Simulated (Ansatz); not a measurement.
bcc Na

All values below come from HSE06-D3(BJ) (Ansatz, a quantum-chemistry and plane-wave program, plane waves, PAW).

Numerical settings: plane-wave cutoff 460 eV, 10×10×10 k mesh, Fermi–Dirac smearing 0.05 eV, scalar-relativistic PAW data made under PBE.

Cell: relaxed at this level.

```yaml
volume_per_atom: 33.43 Å³/atom
bulk modulus B0: 8.95 GPa
lattice_constant_a: 4.059 Å
pressure derivative B′ of the bulk modulus: 3.7
```

Measured, for comparison: equilibrium volume per atom 37.42 Å³/atom (static lattice: zero-point anharmonic expansion removed; as tabulated in Mejia-Rodriguez and Trickey (2018), arXiv:1807.09216); bulk modulus 7.9 GPa (0 K value with the zero-point phonon effect removed, our sources range from 7.63 to 7.91; as tabulated in Mejia-Rodriguez and Trickey (2018), arXiv:1807.09216); lattice constant a 4.214 Å (static lattice: zero-point anharmonic expansion removed, our sources range from 4.207 to 4.214; as tabulated in Mejia-Rodriguez and Trickey (2018), arXiv:1807.09216). Computed (rounded) less measured: equilibrium volume per atom -10.7 %, bulk modulus +13 % (+13 % to +17 % over the range), lattice constant a -3.7 % (-3.5 % to -3.7 % over the range).

The computed numbers hold no vibrational or temperature effects.
